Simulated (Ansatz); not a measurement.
# C₂H₅FO: vertical ionisation energy

Aim: the vertical ionisation energy of C₂H₅FO, as cation minus neutral at the neutral's geometry, on several levels, and how well −ε(HOMO) stands in for it.

The runs use Ansatz 0.2.0, Gaussian basis; unrestricted cation, the program's frozen cores in correlated methods.

Plan: UKS PBE-D4/def2-TZVPP; UKS r2SCAN-D4/def2-TZVPP; UKS PBE0-D4/def2-TZVPP; UKS B3LYP-D4/def2-TZVPP; UKS wB97X-V/def2-TZVPP; UKS wB97M-V/def2-TZVPP; UKS B2PLYP/def2-TZVPP; UHF-CCSD(T)/def2-TZVPP; UHF-MP2/def2-QZVPP; extrapolation to the limit; then −ε(HOMO) from the neutral's earlier runs with LDA (SPW92), PBE-D4, revPBE-D4, BLYP-D4, r2SCAN-D4, B97M-V, PBE0-D4, B3LYP-D4, r2SCANh-D4, r2SCAN0-D4, HSE06-D4, BHLYP-D4, CAM-B3LYP-D4, LC-ωPBE, ωB97X-V, ωB97M-V.

**1. Structure used throughout**

An earlier PBE0-D4 in a triple-zeta def2 set relaxation fixed the geometry.

SMILES `COCF`, 9 atoms, charge 0, spin multiplicity 1.

Atoms are counted from 1 here; the program's logs count them from 0.

Bond lengths: C1–O2 1.414 Å, C1–H5 1.097 Å, C1–H6 1.089 Å, C1–H7 1.093 Å, O2–C3 1.362 Å, C3–F4 1.384 Å, C3–H8 1.099 Å, C3–H9 1.091 Å. Angles: O2–C1–H5 110.8°, O2–C1–H6 107.0°, O2–C1–H7 111.3°, H5–C1–H6 109.2°, H5–C1–H7 109.2°, H6–C1–H7 109.4°, C1–O2–C3 114.0°, O2–C3–F4 111.4°, O2–C3–H8 112.1°, O2–C3–H9 107.6°, F4–C3–H8 106.2°, F4–C3–H9 107.7°, H8–C3–H9 111.8°.

**2. Cation, UKS PBE-D4/def2-TZVPP**

Contents of in.yaml:

```yaml
crystal:
  periodic: [false, false, false]
  atoms:
    - {symbol: C, position_ang: [-0.632961, 0.772479, -0.601691]}
    - {symbol: O, position_ang: [-0.045250, 0.485228, 0.651442]}
    - {symbol: C, position_ang: [0.584405, -0.721814, 0.704109]}
    - {symbol: F, position_ang: [1.737923, -0.722947, -0.059744]}
    - {symbol: H, position_ang: [-1.321922, -0.027415, -0.900715]}
    - {symbol: H, position_ang: [-1.190041, 1.700757, -0.485898]}
    - {symbol: H, position_ang: [0.127227, 0.899783, -1.376859]}
    - {symbol: H, position_ang: [-0.044092, -1.533346, 0.310684]}
    - {symbol: H, position_ang: [0.873210, -0.899024, 1.741471]}
basis:
  gaussian: {orbitals: def2-TZVPP}
total_charge: 1
magnetization: {spin_polarized: true, initial_magnetization: 1}
hamiltonian: {xc: pbe, dispersion: d4}
```

The run is started by

```
> ansatz run in.yaml --threads 4 --pin off --events-out ev --progress --plain --max-ram 10444MiB
```

Further steps of the session: Cation, UKS r2SCAN-D4/def2-TZVPP; Cation, UKS PBE0-D4/def2-TZVPP; Cation, UKS B3LYP-D4/def2-TZVPP; Cation, UKS wB97X-V/def2-TZVPP; Cation, UKS wB97M-V/def2-TZVPP; Cation, UKS B2PLYP (frozen core)/def2-TZVPP; Cation, UHF-CCSD(T)/def2-TZVPP; Cation, UHF-MP2/def2-QZVPP.

**Question.** What will the summary of the whole plan be? Wanted: ionisation energy, CCSD(T)/CBS; nearest functional by difference; nearest −ε(HOMO); −ε(HOMO) of PBE; T1 of the cation.

**Answer**, as computed:

```
                        quantity               value
  ionisation energy, CCSD(T)/CBS            11.35 eV
nearest functional by difference   B2PLYP (-0.26 eV)
                nearest −ε(HOMO)  LC-ωPBE (-0.10 eV)
                 −ε(HOMO) of PBE             6.81 eV
                T1 of the cation               0.026
```

In words: Energy differences with functionals land within 0.69 eV of the reference. −ε(HOMO) of PBE misses by 4.5 eV, since self-interaction lifts the level. Among orbital estimates LC-ωPBE comes nearest. Hartree-Fock falls 1.40 eV short, as the neutral has more correlation energy than the cation.
